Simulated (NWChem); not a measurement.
formaldehyde (CH₂O); SMILES C=O

```xyz
4

C      0.0000     0.0000     0.5263
O      0.0000     0.0000    -0.6801
H      0.0000    -0.9379     1.1212
H      0.0000     0.9379     1.1212
```
Atoms are numbered in this order, from 1.

Program: NWChem. Structure relaxed at the B3LYP/6-31G* (spherical d) level. Solvent water, SMD (1 M gas to 1 M solution), gas-phase geometry.

| level | basis functions | solvation free energy (kcal/mol) | cavity-dispersion-structure term (kcal/mol) | dipole in solution (D) |
|---|---|---|---|---|
| M06-2X/cc-pVDZ | 38 | (withheld) | 4.1 | (withheld) |
| M06-2X/aug-cc-pVDZ | 64 | -2.1 | 4.1 | 3.42 |
| M06-2X/cc-pVTZ | 88 | -2.1 | 4.1 | 3.34 |
| M06-2X/aug-cc-pVTZ | 138 | -2.3 | 4.1 | 3.47 |
| M06-2X/cc-pVQZ | 170 | -2.1 | 4.1 | 3.39 |

Question: Fill in the missing entries.

Answer: 
- M06-2X/cc-pVDZ, solvation free energy (kcal/mol): -1.2
- M06-2X/cc-pVDZ, dipole in solution (D): 3.00
